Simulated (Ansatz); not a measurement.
bcc Nb: PBE at its full settings (plane-wave cutoff 520 eV, 24×24×24 k mesh, Fermi–Dirac smearing 0.05 eV, no spin polarisation, scalar-relativistic PAW data made under PBE) and at cheaper ones, in a cell of 1 atom with Γ-centred meshes.

```json
[
 {"level and setting": "PBE (Ansatz)", "equilibrium lattice constant a (Å)": "3.310", "bulk modulus B0 (GPa)": "169"},
 {"level and setting": "PBE (250 eV cutoff) (Ansatz)", "equilibrium lattice constant a (Å)": "3.310", "bulk modulus B0 (GPa)": "170"},
 {"level and setting": "PBE (300 eV cutoff) (Ansatz)", "equilibrium lattice constant a (Å)": "3.310", "bulk modulus B0 (GPa)": "169"},
 {"level and setting": "PBE (Γ point alone) (Ansatz)", "equilibrium lattice constant a (Å)": "3.745", "bulk modulus B0 (GPa)": "141"},
 {"level and setting": "PBE (2×2×2 k mesh) (Ansatz)", "equilibrium lattice constant a (Å)": "3.177", "bulk modulus B0 (GPa)": "223"},
 {"level and setting": "PBE (4×4×4 k mesh) (Ansatz)", "equilibrium lattice constant a (Å)": "3.332", "bulk modulus B0 (GPa)": "185"},
 {"level and setting": "PBE (6×6×6 k mesh) (Ansatz)", "equilibrium lattice constant a (Å)": "3.291", "bulk modulus B0 (GPa)": "167"},
 {"level and setting": "PBE (Fermi-Dirac smearing of 0.3 eV) (Ansatz)", "equilibrium lattice constant a (Å)": "3.322", "bulk modulus B0 (GPa)": "163"}
]
```

Largest shifts from the full settings: lattice constant a +13.1 % (PBE (Γ point alone)), against a difference of +0.49 % of the full result from the reference 3.294 Å (measured, static lattice: zero-point anharmonic expansion removed; as tabulated in Mejia-Rodriguez and Trickey (2018), arXiv:1807.09216); bulk modulus +32 % (PBE (2×2×2 k mesh)), against a difference of -2.3 % of the full result from the reference 173 GPa (measured, 0 K value with the zero-point phonon effect removed; as tabulated in Mejia-Rodriguez and Trickey (2018), arXiv:1807.09216).

The full settings aren't shown to be converged themselves.

Ansatz's density-functional and Hartree–Fock values are scalar-relativistic unless marked +SOC, with PAW data made under PBE.

Run with cheap settings on purpose, which may leave them unconverged: PBE (250 eV cutoff), PBE (2×2×2 k mesh), PBE (300 eV cutoff), PBE (4×4×4 k mesh), PBE (6×6×6 k mesh), PBE (Fermi-Dirac smearing of 0.3 eV), PBE (Γ point alone).

Ansatz is a first-principles code.
